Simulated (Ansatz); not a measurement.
# CH3B+ (doublet): wave-function methods side by side, cc-pVDZ

An exercise on one series of results from a longer session: the logs are not shown, and one member is left open.

Program: Ansatz 0.2.0, Gaussian basis. Level of theory: cc-pVDZ, core rule «outside noble gas», up to 2 orbitals frozen. These are calculated values, not measurements.

Plan: UHF; CCSD(T) on ROHF; CCSD(T) on UHF; BCCD(T) on ROHF; CISD; CCSDT(Q) on ROHF; CCSDT(Q) on UHF; CASSCF and NEVPT2, 9 electrons in 11 orbitals.

22 further runs of the same task are left out: 1 for a mislabelled method, 6 that didn't finish, 15 set aside as unsound or not needed.

### The geometry

The geometry is a PBE0/def2-TZVP stationary point (not a proven minimum) of the parent state, kept for this charge and spin.

5 atoms, charge 1, spin multiplicity 2.

Atoms are counted from 1 here; the program's logs count them from 0.

Bond lengths: B1–C2 1.511 Å, B1–H3 1.194 Å, C2–H4 1.092 Å, C2–H5 1.087 Å. Angles: C2–B1–H3 128.3°, B1–C2–H4 123.5°, B1–C2–H5 123.0°, H4–C2–H5 113.6°.

Set-up of the first run:

File in.yaml:

```yaml
crystal:
  periodic: [false, false, false]
  atoms:
    - {symbol: B, position_ang: [0.000000, -0.166725, 0.821814]}
    - {symbol: C, position_ang: [0.000000, 0.069000, -0.670687]}
    - {symbol: H, position_ang: [0.000000, 0.643783, 1.698084]}
    - {symbol: H, position_ang: [0.000000, 1.062299, -1.123373]}
    - {symbol: H, position_ang: [0.000000, -0.740028, -1.397397]}
basis:
  gaussian: {orbitals: cc-pVDZ}
total_charge: 1
magnetization: {spin_polarized: true, initial_magnetization: 1}
hamiltonian: {xc: hf}
output: {orbitals: {seedname: orbitals}}
```

The run is started by

```
$ ansatz run in.yaml --threads 1 --pin off --events-out ev --progress --plain --max-ram 2393MiB
```

Among the steps run: UHF; CCSD(T) on ROHF; CCSD(T) on UHF; BCCD(T) on ROHF; CISD; CCSDT(Q) on ROHF; CCSDT(Q) on UHF; CASSCF and NEVPT2, 9 electrons in 11 orbitals.

One table of the session follows, with a row left open; its other results are not shown here.

It belongs to the step «Misses and costs». 

| method | from UCCSDT(Q) (meV) |
| --- | --- |
| ROHF | +5659.3 |
| UHF | +5591.3 |
| RMP2 | +1021.9 |
| UMP2 | +1025.6 |
| CISD | +474.9 |
| RCCSD | +168.5 |
| UCCSD | +167.1 |
| RCCSD(T) | +31.1 |
| UCCSD(T) | +30.9 |
| BCCD(T) | ? |
| RCCSDT | +7.3 |
| UCCSDT | +6.9 |
| RCCSDT(Q) | +0.9 |
| UCCSDT(Q) | 0 |
| CASSCF valence | +2775.5 |
| NEVPT2 valence | +646.8 |

Q: Estimate the row for BCCD(T) from the others.

As computed: from UCCSDT(Q) (meV): +31.4. In the column «from UCCSDT(Q) (meV)» it lies between RCCSD(T) (+31.1) and UCCSD (+167.1).

Limits of these values: Restricted and unrestricted rows rest on different reference determinants; where their highest levels disagree by more than a few hundredths of an eV, they describe different states and don't form one ladder.
